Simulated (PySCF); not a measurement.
**disulfides (H₂S₂): runs on many settings**

Aim: see how disulfides (H₂S₂) (`SS`) answers to the choice of functional, basis, grid and SCF options.

The runs use PySCF 2.14.0, with density-fitted response routines of our own; the level of theory stands in each step. All values are computed, except where a source is named. Atoms count from 0, in the outputs and in this text.

### Step 1. Starting geometry

4 atoms, charge 0, multiplicity 1; geometry from: GFN2-xTB.

Bonds of the start (Å): S0–S1 2.04, S0–H2 1.34, S1–H3 1.34.

### Step 2. Nuclear shieldings: PBE0/pcSseg-1

What the job is given:

```
{"job": {"kind": "nmr", "xc": "PBE0", "basis": "pcSseg-1", "pop": false, "scf": {"damp": 0.1}}, "charge": 0, "multiplicity": 1}
S      0.887608     0.415139     0.531173
S     -0.886849     0.473893    -0.483546
H      1.546085    -0.417742    -0.286437
H     -1.536610    -0.466517     0.215956
```

Method: GIAO PBE0/pcSseg-1 NMR shielding, non-relativistic, gas phase.

On the command line:

```console
OMP_NUM_THREADS=1 python probes_run.py task.json out
```

The driver reads the jobs from task.json and runs them one after another.

Output:

```text
damping 0.10 in the first 6 cycles
final grid: 34240 points
cycle   1  E = -797.2541267008  dE =  1.062e-01  |g| = 1.535e-01  |ddm| = 1.896e+00
cycle   2  E = -797.2605581228  dE = -6.431e-03  |g| = 8.260e-02  |ddm| = 3.330e-01
cycle   3  E = -797.2618255912  dE = -1.267e-03  |g| = 5.343e-02  |ddm| = 1.713e-01
cycle   4  E = -797.2622421425  dE = -4.166e-04  |g| = 3.723e-02  |ddm| = 1.131e-01
cycle   5  E = -797.2624162342  dE = -1.741e-04  |g| = 2.736e-02  |ddm| = 7.897e-02
cycle   6  E = -797.2624330305  dE = -1.680e-05  |g| = 2.617e-02  |ddm| = 6.461e-02
cycle   7  E = -797.2624434860  dE = -1.046e-05  |g| = 2.544e-02  |ddm| = 6.158e-02
cycle   8  E = -797.2626236775  dE = -1.802e-04  |g| = 6.466e-04  |ddm| = 3.008e-02
cycle   9  E = -797.2626237980  dE = -1.205e-07  |g| = 2.068e-05  |ddm| = 6.436e-04
cycle  10  E = -797.2626237981  dE = -9.697e-11  |g| = 6.018e-06  |ddm| = 3.616e-05
converged SCF energy = -797.2626237981

GIAO shielding tensors (ppm)
atom      isotropic    diamagn.    paramagn.     s11        s22        s33       span
  0 S      618.765    1054.615    -435.850    471.145    552.233    832.918    361.773
  1 S      618.746    1054.615    -435.869    471.091    552.268    832.877    361.786
  2 H       28.624      28.920      -0.297     19.432     26.761     39.677     20.245
  3 H       28.623      28.920      -0.297     19.432     26.761     39.676     20.244
```

Run time: 1 s. Hardware: 1 thread of Intel Xeon 6975P-C, shared host.

The references, computed at this level on geometries of the same kind, shield at (ppm): ¹H TMS 31.72, ³³S CS2 504. Their shielding less the atom's gives the shift. The references are single molecules in the gas phase. Atoms listed in one row are averaged.

| atoms | environment | σ (ppm) | δ (ppm) |
| --- | --- | --- | --- |
| H2, H3 | hydrogen on a sulfur bonded to S | 28.62 | 3.09 |
| S0, S1 | sulfur bonded to S, H | 619 | -115 |

### Step 3. Nuclear shieldings: PBE0/6-311G**

What the job is given:

```
{"job": {"kind": "nmr", "xc": "PBE0", "basis": "6-311G**", "pop": true}, "charge": 0, "multiplicity": 1}
S      0.887608     0.415139     0.531173
S     -0.886849     0.473893    -0.483546
H      1.546085    -0.417742    -0.286437
H     -1.536610    -0.466517     0.215956
```

Method: GIAO PBE0/6-311G** NMR shielding, non-relativistic, gas phase.

Output:

```text
coarse grid: 4488 points
cycle   1  E = -797.3003829750  dE =  8.878e-02  |g| = 2.200e-01  |ddm| = 1.689e+00
cycle   2  E = -797.3061616326  dE = -5.779e-03  |g| = 9.774e-02  |ddm| = 3.462e-01
cycle   3  E = -797.3089517335  dE = -2.790e-03  |g| = 3.377e-02  |ddm| = 1.518e-01
cycle   4  E = -797.3092018475  dE = -2.501e-04  |g| = 5.277e-03  |ddm| = 3.806e-02
cycle   5  E = -797.3092085629  dE = -6.715e-06  |g| = 1.271e-03  |ddm| = 6.110e-03
final grid: 34240 points
cycle   6  E = -797.3127754407  dE = -1.111e-05  |g| = 4.964e-03  |ddm| = 1.393e-02
cycle   7  E = -797.3127764916  dE = -1.051e-06  |g| = 3.327e-03  |ddm| = 6.498e-03
cycle   8  E = -797.3127781509  dE = -1.659e-06  |g| = 4.004e-04  |ddm| = 3.287e-03
cycle   9  E = -797.3127781985  dE = -4.759e-08  |g| = 2.437e-05  |ddm| = 4.349e-04
cycle  10  E = -797.3127781986  dE = -1.556e-10  |g| = 5.795e-06  |ddm| = 3.457e-05
converged SCF energy = -797.3127781986

GIAO shielding tensors (ppm)
atom      isotropic    diamagn.    paramagn.     s11        s22        s33       span
  0 S      610.431    1053.835    -443.404    469.883    538.747    822.663    352.779
  1 S      610.409    1053.835    -443.426    469.827    538.779    822.621    352.794
  2 H       28.820      29.360      -0.540     20.129     26.948     39.384     19.254
  3 H       28.820      29.361      -0.541     20.129     26.947     39.382     19.253
```

It took 1.2 s on 1 thread of Intel Xeon 6975P-C, shared host.

This run: σ S0 610, H2 28.82 ppm (means over like atoms).

### Step 4. J couplings: BLYP/pcSseg-2

What the job is given:

```
{"job": {"kind": "j", "xc": "BLYP", "basis": "pcSseg-2", "scf": {"conv": 1e-06}}, "charge": 0, "multiplicity": 1}
S      0.887608     0.415139     0.531173
S     -0.886849     0.473893    -0.483546
H      1.546085    -0.417742    -0.286437
H     -1.536610    -0.466517     0.215956
```

With the program's defaults for keys left out, this is: BLYP/pcSseg-2 indirect spin-spin coupling, non-relativistic, gas phase.

Output:

```text
final grid: 34240 points
cycle   1  E = -797.6153792813  dE =  1.052e-01  |g| = 1.823e-01  |ddm| = 1.558e+00
cycle   2  E = -797.6121956376  dE =  3.184e-03  |g| = 2.028e-01  |ddm| = 4.966e-01
cycle   3  E = -797.6247227558  dE = -1.253e-02  |g| = 4.928e-02  |ddm| = 2.820e-01
cycle   4  E = -797.6251055889  dE = -3.828e-04  |g| = 1.445e-02  |ddm| = 4.442e-02
cycle   5  E = -797.6251526982  dE = -4.711e-05  |g| = 1.033e-03  |ddm| = 1.349e-02
cycle   6  E = -797.6251529270  dE = -2.288e-07  |g| = 2.940e-04  |ddm| = 9.862e-04
converged SCF energy = -797.6251529270

Indirect spin-spin couplings (Hz)
  i      j    bonds     total        FC       PSO       DSO        SD
  0 S    1 S    1     -3.324   -11.890     4.618     0.002     3.946
  0 S    2 H    1     18.395    16.017     2.541     0.066    -0.229
  0 S    3 H    2      2.804     2.157     0.858    -0.075    -0.136
  1 S    2 H    2      2.806     2.159     0.858    -0.075    -0.136
  1 S    3 H    1     18.387    16.009     2.541     0.066    -0.229
  2 H    3 H    3     -1.897    -1.530     1.149    -1.421    -0.095
```

It took 2 s on 1 thread of Intel Xeon 6975P-C, shared host.

The basis is not made for couplings: without tight functions at the nuclei these values are rough.

A choice of the couplings up to four bonds, sorted by the number of bonds, with means over like pairs; isotopes 1H, 33S:

| pair | bonds | J (Hz) | Fermi contact (Hz) | dihedral (°) |
| --- | --- | --- | --- | --- |
| S0–H2 | 1 | 18.4 | 16.0 | – |
| S0–S1 | 1 | -3.3 | -11.9 | – |
| S0–H3 | 2 | 2.8 | 2.2 | – |
| H2–H3 | 3 | -1.9 | -1.5 | 96 |

Quadrupole couplings from the field gradients of the same density:

| atom | isotope | eQq/h (MHz) | η |
| --- | --- | --- | --- |
| S1 | 33S | 49.0 | 0.68 |
| S0 | 33S | 49.0 | 0.68 |

Joined with the shifts from before (PBE0/pcSseg-1, unscaled), the couplings predict the line list below for 300 MHz.

¹H NMR δ 3.09 (s, 2H).

### Step 5. J couplings: BP86/def2-SVP

What the job is given:

```
{"job": {"kind": "j", "xc": "BP86", "basis": "def2-SVP", "grid": 1}, "charge": 0, "multiplicity": 1}
S      0.887608     0.415139     0.531173
S     -0.886849     0.473893    -0.483546
H      1.546085    -0.417742    -0.286437
H     -1.536610    -0.466517     0.215956
```

Level: BP86/def2-SVP indirect spin-spin coupling, non-relativistic, gas phase.

Output:

```text
final grid: 17576 points
cycle   1  E = -797.4025740632  dE =  1.051e-01  |g| = 1.507e-01  |ddm| = 2.030e+00
cycle   2  E = -797.4027668223  dE = -1.928e-04  |g| = 1.568e-01  |ddm| = 5.330e-01
cycle   3  E = -797.4108068689  dE = -8.040e-03  |g| = 2.150e-02  |ddm| = 2.747e-01
cycle   4  E = -797.4109324496  dE = -1.256e-04  |g| = 8.906e-03  |ddm| = 3.824e-02
cycle   5  E = -797.4109587298  dE = -2.628e-05  |g| = 6.044e-04  |ddm| = 1.214e-02
cycle   6  E = -797.4109588563  dE = -1.265e-07  |g| = 8.455e-05  |ddm| = 8.028e-04
cycle   7  E = -797.4109588583  dE = -1.998e-09  |g| = 2.325e-05  |ddm| = 1.334e-04
cycle   8  E = -797.4109588584  dE = -1.875e-10  |g| = 3.454e-06  |ddm| = 4.865e-05
converged SCF energy = -797.4109588584

Indirect spin-spin couplings (Hz)
  i      j    bonds     total        FC       PSO       DSO        SD
  0 S    1 S    1     -1.843    -9.252     4.138     0.003     3.268
  0 S    2 H    1     11.077     9.287     2.104     0.080    -0.393
  0 S    3 H    2      1.750     1.121     0.816    -0.071    -0.116
  1 S    2 H    2      1.753     1.124     0.816    -0.071    -0.116
  1 S    3 H    1     11.071     9.281     2.104     0.080    -0.393
  2 H    3 H    3     -2.082    -1.226     0.622    -1.405    -0.073
```

Run time: 0.76 s. Hardware: 1 thread of Intel Xeon 6975P-C, shared host.

The basis is not made for couplings: without tight functions at the nuclei these values are rough.

This run: J(S0,H2) 11.1 Hz, J(H2,H3) -2.1 Hz, J(S0,S1) -1.8 Hz (means over like pairs).

### Step 6. NMR shieldings: PBE0/MINI

What the job is given:

```
{"job": {"kind": "nmr", "xc": "PBE0", "basis": "MINI", "pop": false, "scf": {"conv": 1e-08, "damp": 0.2}}, "charge": 0, "multiplicity": 1}
S      0.887608     0.415139     0.531173
S     -0.886849     0.473893    -0.483546
H      1.546085    -0.417742    -0.286437
H     -1.536610    -0.466517     0.215956
```

Method: GIAO PBE0/MINI NMR shielding, non-relativistic, gas phase.

Output:

```text
damping 0.20 in the first 6 cycles
final grid: 34240 points
cycle   1  E = -793.1943826139  dE = -2.431e-01  |g| = 1.223e-01  |ddm| = 3.000e+00
cycle   2  E = -793.2048124189  dE = -1.043e-02  |g| = 2.195e-02  |ddm| = 5.007e-01
cycle   3  E = -793.2050818613  dE = -2.694e-04  |g| = 3.888e-03  |ddm| = 7.458e-02
cycle   4  E = -793.2050912364  dE = -9.375e-06  |g| = 8.093e-04  |ddm| = 1.644e-02
cycle   5  E = -793.2050916135  dE = -3.771e-07  |g| = 1.654e-04  |ddm| = 2.910e-03
cycle   6  E = -793.2050916284  dE = -1.497e-08  |g| = 7.385e-05  |ddm| = 8.794e-04
cycle   7  E = -793.2050916310  dE = -2.588e-09  |g| = 3.753e-05  |ddm| = 3.707e-04
converged SCF energy = -793.2050916310

GIAO shielding tensors (ppm)
atom      isotropic    diamagn.    paramagn.     s11        s22        s33       span
  0 S      794.887    1050.490    -255.604    742.004    752.250    890.407    148.403
  1 S      794.866    1050.493    -255.626    742.038    752.213    890.348    148.310
  2 H       29.967      27.172       2.795     21.602     28.355     39.945     18.343
  3 H       29.967      27.164       2.803     21.603     28.354     39.944     18.342
```

Wall time 0.31 s (1 thread of Intel Xeon 6975P-C, shared host).

In short: σ S0 795, H2 29.97 ppm (means over like atoms).

### Step 7. Run by run: NMR shifts

Isotropic shieldings (ppm), means over like atoms, with basis size and wall time:

| run | H2 | S0 | functions | time |
| --- | --- | --- | --- | --- |
| PBE0/pcSseg-1 | 28.62 | 619 | 58 | 1 s |
| PBE0/6-311G** | 28.82 | 610 | 64 | 1.2 s |
| PBE0/MINI | 29.97 | 795 | 20 | 0.31 s |

### Step 8. Run by run: spin-spin couplings

Couplings (Hz), each a mean over the pairs like the one named, with basis size and wall time:

| run | S0–H2 | S0–S1 | S0–H3 | H2–H3 | functions | time |
| --- | --- | --- | --- | --- | --- | --- |
| BLYP/pcSseg-2 | 18.4 | -3.3 | 2.8 | -1.9 | 114 | 2 s |
| BP86/def2-SVP | 11.1 | -1.8 | 1.8 | -2.1 | 46 | 0.76 s |

### Step 9. Outcome

| quantity | value |
| --- | --- |
| ¹H shifts against TMS (PBE0/pcSseg-1, means over atoms taken as alike) | 3.09 ppm |
| ³³S shifts against CS2 (PBE0/pcSseg-1, means over atoms taken as alike) | -115 ppm |
| largest coupling of the table (BLYP/pcSseg-2) | ¹J(S,H) S0–H2, 18.4 Hz (mean over like pairs) |
| range of the shielding of S0 (with its like atoms) (minimal bases aside) | 610 to 619 ppm |
| range of J(S0,H2), mean over like pairs | 11.1 to 18.4 Hz |
| property runs in this session | 5, of which 0 failed and 1 gave unsound results |

**Reading.** Single values in the summary come from the first sound run of each kind (PBE0/pcSseg-1; BLYP/pcSseg-2), which need not be the best level. At PBE0/pcSseg-1: Shielding is most anisotropic at S0, S1 (span 362 ppm, paramagnetic term -436 ppm). In the run at BLYP/pcSseg-2, the largest coupling of the table is S0–H2 (mean over like pairs), 18.4 Hz, of which the Fermi-contact term gives 16.0 Hz. Leaving out the minimal-basis runs, which are unusable for shieldings: Across the 2 runs the shielding of S0 (with its like atoms) moves most, between 610 (PBE0/6-311G**) and 619 ppm (PBE0/pcSseg-1). The coupling S0–H2, as a mean over pairs of its kind, runs from 11.1 Hz (BP86/def2-SVP) to 18.4 Hz (BLYP/pcSseg-2). Couplings from bases without tight functions are rough.
